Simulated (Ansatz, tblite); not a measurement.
# [CuH2]-: a ladder of methods and basis sets

The task here is to estimate one member of a computed series from the others.

Computed with Ansatz 0.2.0, Gaussian basis. Level: as each input shows.

Plan: GFN1-xTB, GFN2-xTB, PBE-D4/def2-TZVPD, r2SCAN-D4/def2-TZVPD, HF/def2-TZVPD, r2SCAN0-D4/def2-TZVPD, revPBE-D4/def2-TZVPD, ωB97X-V/def2-TZVPD, r2SCANh-D4/def2-TZVPD, BHLYP-D4/def2-TZVPD, B97M-V/def2-TZVPD, LC-ωPBE(0.10)/def2-TZVPD, LC-ωPBE(0.15)/def2-TZVPD, LC-ωPBE(0.20)/def2-TZVPD, LC-ωPBE(0.30)/def2-TZVPD, PBE-D4/def2-SVPD, PBE0-D4/def2-SVPD, HF/STO-3G, CCSD(T)/def2-TZVPPD, MP2/def2-TZVPD, RPA/def2-TZVPD.

## The relaxed structure

The singlet was relaxed beforehand with r2SCAN-D4/def2-TZVPD.

3 atoms, charge -1, spin multiplicity 1.

Bond lengths: Cu1–H2 1.554 Å, Cu1–H3 1.554 Å. Angles: H2–Cu1–H3 180.0°.

Formally the metal is d10. No spin-orbit coupling is included. The ion is computed in the gas phase, without counter-ions or solvent.

PBE0-D4/def2-TZVPD was run before; its log isn't repeated, and its numbers join the tables.

Set-up of the first run:

Tight binding, by tblite at 300 K electronic temperature and without a spin-polarisation term:

```python
tblite.interface.Calculator('GFN1-xTB', numbers, positions, charge=-1, uhf=0).singlepoint()
```

Tight binding, by tblite at 300 K electronic temperature and without a spin-polarisation term:

```python
tblite.interface.Calculator('GFN2-xTB', numbers, positions, charge=-1, uhf=0).singlepoint()
```

start.molden holds the orbitals of an earlier run on this state, given as this run's starting guess.

in.yaml reads:

```yaml
crystal:
  periodic: [false, false, false]
  atoms:
    - {symbol: Cu, position_ang: [0.000024, 0.000013, 0.000004]}
    - {symbol: H, position_ang: [-0.017519, -0.021663, 1.554207]}
    - {symbol: H, position_ang: [0.017495, 0.021650, -1.554211]}
basis:
  gaussian: {orbitals: def2-TZVPD, initial_orbitals: start.molden}
total_charge: -1
hamiltonian: {xc: pbe, dispersion: d4}
scf: {omitted_lower_state_checks: [starts]}
output: {orbitals: {seedname: orbitals}}
```

The run is started by

```bash
$ ansatz run in.yaml --threads 4 --pin off --events-out ev --progress --plain --max-ram 3916MiB
```

Steps of the session up to this table: PBE-D4/def2-TZVPD; r2SCAN-D4/def2-TZVPD; HF/def2-TZVPD; r2SCAN0-D4/def2-TZVPD; revPBE-D4/def2-TZVPD; ωB97X-V/def2-TZVPD; r2SCANh-D4/def2-TZVPD; BHLYP-D4/def2-TZVPD; B97M-V/def2-TZVPD; LC-ωPBE(0.10)/def2-TZVPD; LC-ωPBE(0.15)/def2-TZVPD; LC-ωPBE(0.20)/def2-TZVPD; LC-ωPBE(0.30)/def2-TZVPD; PBE-D4/def2-SVPD; PBE0-D4/def2-SVPD; HF/STO-3G; CCSD(T)/def2-TZVPPD; MP2/def2-TZVPD; RPA/def2-TZVPD.

One table of the session follows, with a row left open; its other results are not shown here.

It belongs to the step «Levels side by side». 

| level | LUMO (eV) | gap (eV) |
| --- | --- | --- |
| HF/STO-3G | 10.29 | 6.76 |
| HF/def2-TZVPD | 5.82 | 9.38 |
| PBE-D4/def2-SVPD | 4.03 | 3.04 |
| PBE-D4/def2-TZVPD | 3.82 | 3.23 |
| revPBE-D4/def2-TZVPD | 3.87 | 3.19 |
| r2SCAN-D4/def2-TZVPD | 4.20 | 3.60 |
| B97M-V/def2-TZVPD | 3.67 | 3.22 |
| r2SCANh-D4/def2-TZVPD | 4.36 | 4.27 |
| PBE0-D4/def2-SVPD | 4.58 | 5.00 |
| PBE0-D4/def2-TZVPD | 4.34 | 4.95 |
| r2SCAN0-D4/def2-TZVPD | 4.58 | 5.26 |
| BHLYP-D4/def2-TZVPD | 4.76 | 6.58 |
| ωB97X-V/def2-TZVPD | 5.59 | 8.57 |
| LC-ωPBE(0.10)/def2-TZVPD | ? | ? |
| LC-ωPBE(0.15)/def2-TZVPD | 5.31 | 6.85 |
| LC-ωPBE(0.20)/def2-TZVPD | 5.47 | 7.51 |
| LC-ωPBE(0.30)/def2-TZVPD | 5.61 | 8.38 |

Q: Estimate the row for LC-ωPBE(0.10)/def2-TZVPD from the others.

As computed: LUMO (eV): 5.02; gap (eV): 5.94. In the column «LUMO (eV)» it lies between BHLYP-D4/def2-TZVPD (4.76) and LC-ωPBE(0.15)/def2-TZVPD (5.31).
